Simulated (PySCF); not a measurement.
Gas-phase reaction: 3 SiHCl3 + 2 SiH2 → 4 SiHCl2 + SiH3Cl

Method: PySCF energies plus ideal-gas RRHO corrections (1 bar). † marks an energy on the PBE0/def2-TZVP geometry and frequencies; other levels use their own. MP2 freezes the core. Open shells (unrestricted): SiHCl2 (multiplicity 2); the rest are closed-shell singlets. SiHCl2: computed as isolated molecules; such fragments, hydroxides, amides, oligomers or adducts are transient or little studied in the gas. MP2 isn't extrapolated to the basis-set limit.

LDA/def2-TZVP† gives ΔH°(298 K) = 160 kJ.

What do MP2/def2-SVP†, ωB97M-V/def2-TZVP†, PBE0/def2-TZVP give?

MP2/def2-SVP†: 192 kJ; ωB97M-V/def2-TZVP†: 227 kJ; PBE0/def2-TZVP: 130 kJ. For scale, ΔH°(298 K) is 160 kJ at this level, 227 kJ at ωB97M-V/def2-TZVP†, and runs from 63 to 227 kJ over the 20 levels computed.
